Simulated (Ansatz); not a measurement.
Isolated molecules relaxed with PBE0-D4/def2-TZVP in Ansatz; ΔE leaves out vibrations. CCSD(T)/CBS is the MP2 limit (def2-TZVPP, def2-QZVPP) plus CCSD(T) − MP2 in def2-TZVPP, frozen cores. DFT in def2-TZVPP. B3LYP here is the variant with VWN-RPA as its local correlation; programs differ in this. HSE06 is defined as in plane-wave codes. For Li outer-core shells are correlated without core-valence functions, which leaves a few kJ/mol of doubt a bond.

Reaction (formal exchange of groups at a Li–S bond): `[Li][S]C` + `[Li][O]C` → `[Li][O][Li]` + `CSC`

| level | ΔE (kcal/mol) | difference from CCSD(T)/CBS |
| --- | --- | --- |
| LDA (SPW92) | 3.7 | -1.6 |
| PBE-D4 | 3.6 | -1.7 |
| BLYP-D4 | 2.1 | -3.2 |
| r2SCAN-D4 | 6.1 | 0.8 |
| PBE0-D4 | 7.0 | 1.7 |
| B3LYP-D4 | 4.9 | -0.4 |
| r2SCAN0-D4 | 8.3 | 3.0 |
| HSE06-D4 | 7.1 | 1.8 |
| BHLYP-D4 | 8.3 | 3.0 |
| CAM-B3LYP-D4 | 5.3 | 0.0 |
| ωB97X-V | 6.6 | 1.3 |
| ωB97M-V | 5.4 | 0.1 |
| B2PLYP | 3.6 | -1.7 |
| PBE-QIDH | 6.8 | 1.5 |
| PBE | 3.9 | -1.4 |
| revPBE | 4.7 | -0.6 |
| BLYP | 2.7 | -2.6 |
| r2SCAN | 6.2 | 0.9 |
| PBE0 | 7.3 | 2.0 |
| B3LYP | 5.4 | 0.1 |
| r2SCANh | 7.1 | 1.8 |
| r2SCAN0 | 8.4 | 3.1 |
| HSE06 | 7.4 | 2.1 |
| BHLYP | 8.7 | 3.4 |
| CAM-B3LYP | 5.6 | 0.3 |
| LC-ωPBE | 7.0 | 1.7 |
| RPA@PBE/def2-TZVPP | 5.4 | 0.1 |
| HF/def2-SVP | 19.5 | 14.2 |
| MP2/def2-SVP | 3.1 | -2.2 |
| CCSD(T)/def2-SVP | 6.6 | 1.3 |
| HF/def2-TZVPP | 15.4 | 10.1 |
| MP2/def2-TZVPP | 2.1 | -3.2 |
| SCS-MP2/def2-TZVPP | 3.5 | -1.8 |
| CCSD/def2-TZVPP | 7.6 | 2.3 |
| CCSD(T)/def2-TZVPP | 6.0 | 0.7 |
| MP2/def2-QZVPP | 1.8 | -3.5 |
| SCS-MP2/def2-QZVPP | 3.3 | -2.0 |
| HF/CBS(def2) | 15.5 | 10.2 |
| MP2/CBS(def2) | 1.5 | -3.8 |
| CCSD/CBS(def2) | 6.9 | 1.6 |
| CCSD(T)/CBS | 5.3 | 0 |

Largest T1 diagnostic among the species: 0.021, so the coupled-cluster value is less sure than usual.

In def2-TZVPP, CCSD(T) changes the Hartree–Fock value by −9.4 kcal/mol (the triples alone add −1.6 kcal/mol) and MP2 by −13.3 kcal/mol. From PBE to PBE0 (25 % exact exchange), in def2-TZVPP and without D4, ΔE moves by +3.4 kcal/mol. At CCSD(T), def2-SVP lies +1.3 kcal/mol from the extrapolated value and def2-TZVPP +0.7 kcal/mol.
